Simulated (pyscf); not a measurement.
PySCF, gas phase, ωB97X-D3(BJ)/def2-SVP geometries.

Question: HO–SnH₃ (SMILES [OH][SnH3]) + SnH₄ (SMILES [SnH4]) -> H₃Sn–SnH₃ (SMILES [SnH3][SnH3]) + H₂O (SMILES O)
Surface: singlet. Broken: O–Sn, H–Sn. Formed: Sn–Sn, H–O. Give ΔE‡ and ΔE from ωB97M-D3(BJ)/def2-TZVP, relative to the separated reactants.

Answer: ΔE‡ = 26.5 kcal/mol, ΔE = -10.7 kcal/mol. Zero-point energy shifts the barrier by 0.0 kcal/mol. It is a four-centre exchange, with an imaginary mode of 880i cm⁻¹. On the product side the descent ends in a complex (not fully relaxed), 5.1 kcal/mol under the separated species and 47.0 kcal/mol under the saddle at ωB97X-D3(BJ)/def2-TZVP. One saddle was located; it need not be the lowest between these sides. Elements past Kr carry the def2 core potentials, without spin-orbit coupling.
